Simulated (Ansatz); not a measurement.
# CH9N2: the cost of one run

Program: Ansatz 0.2.0, Gaussian basis. Level of theory: RKS PBE-D4/def2-SVP. These are calculated values, not measurements.

Levels: PBE-D4, revPBE-D4, BLYP-D4, r2SCAN-D4, B97M-V, PBE0-D4, B3LYP-D4, HSE06-D4, wB97X-V, wB97M-V, B2PLYP, Hartree-Fock, MP2, CCSD, CCSD(T). The reference is CCSD(T) extrapolated to the basis limit.

Cores are frozen in the correlated methods. B3LYP uses VWN-RPA correlation. B2PLYP carries no dispersion term here.

176 further runs of the same task are left out: 176 set aside as unsound or not needed. Runs told in other sessions of the task aren't counted.

## 1. Where the work starts

The pair, from a GFN2-xTB docking trial: 12 atoms, charge 1, spin multiplicity 1.

Atoms are counted from 1 here; the program's logs count them from 0.

Bond lengths: N1–H2 1.028 Å, N1–H3 1.028 Å, N1–H4 1.026 Å, N1–H5 1.057 Å, C6–N7 1.434 Å, C6–H8 1.125 Å, C6–H9 1.092 Å, C6–H10 1.089 Å, N7–H11 1.012 Å, N7–H12 1.012 Å. Angles: H2–N1–H3 109.3°, H2–N1–H4 109.2°, H2–N1–H5 109.3°, H3–N1–H4 109.7°, H3–N1–H5 109.1°, H4–N1–H5 110.1°, N7–C6–H8 114.6°, N7–C6–H9 108.9°, N7–C6–H10 108.9°, H8–C6–H9 109.9°, H8–C6–H10 106.6°, H9–C6–H10 107.7°, C6–N7–H11 113.7°, C6–N7–H12 112.5°, H11–N7–H12 109.2°.

Coordinates:

```xyz
12
charge 1, multiplicity 1
N     0.4022    0.1172   -2.0828
H     1.3778   -0.1552   -2.2582
H    -0.2194   -0.6579   -2.3463
H     0.1779    0.9475   -2.6431
H     0.2768    0.3274   -1.0544
C     0.2389   -0.0125    1.2720
N    -0.9599   -0.4089    1.9517
H     0.1001    0.8117    0.5197
H     0.6779   -0.8876    0.7884
H     0.9547    0.3543    2.0055
H    -1.6755   -0.7732    1.3357
H    -1.3516    0.3372    2.5120
```

Atoms 1 to 5 are fragment A (NH4+), the rest fragment B (CH5N).

## 2. A first relaxation in a small basis

Input file pre/in.yaml:

```yaml
crystal:
  periodic: [false, false, false]
  atoms:
    - {symbol: N, position_ang: [0.402200, 0.117200, -2.082800]}
    - {symbol: H, position_ang: [1.377800, -0.155200, -2.258200]}
    - {symbol: H, position_ang: [-0.219400, -0.657900, -2.346300]}
    - {symbol: H, position_ang: [0.177900, 0.947500, -2.643100]}
    - {symbol: H, position_ang: [0.276800, 0.327400, -1.054400]}
    - {symbol: C, position_ang: [0.238900, -0.012500, 1.272000]}
    - {symbol: N, position_ang: [-0.959900, -0.408900, 1.951700]}
    - {symbol: H, position_ang: [0.100100, 0.811700, 0.519700]}
    - {symbol: H, position_ang: [0.677900, -0.887600, 0.788400]}
    - {symbol: H, position_ang: [0.954700, 0.354300, 2.005500]}
    - {symbol: H, position_ang: [-1.675500, -0.773200, 1.335700]}
    - {symbol: H, position_ang: [-1.351600, 0.337200, 2.512000]}
basis:
  gaussian: {orbitals: def2-SVP}
total_charge: 1
hamiltonian: {xc: pbe, dispersion: d4}
relax: {f_tol: 0.03, max_steps: 250}
```

On the command line:

```sh
ansatz run in.yaml --threads 4 --pin off --events-out ev --progress --plain --max-ram 9574MiB
```

**Question.** How long does this run take on 4 threads of Arm Neoverse V2, shared host?

About 9.5 s.
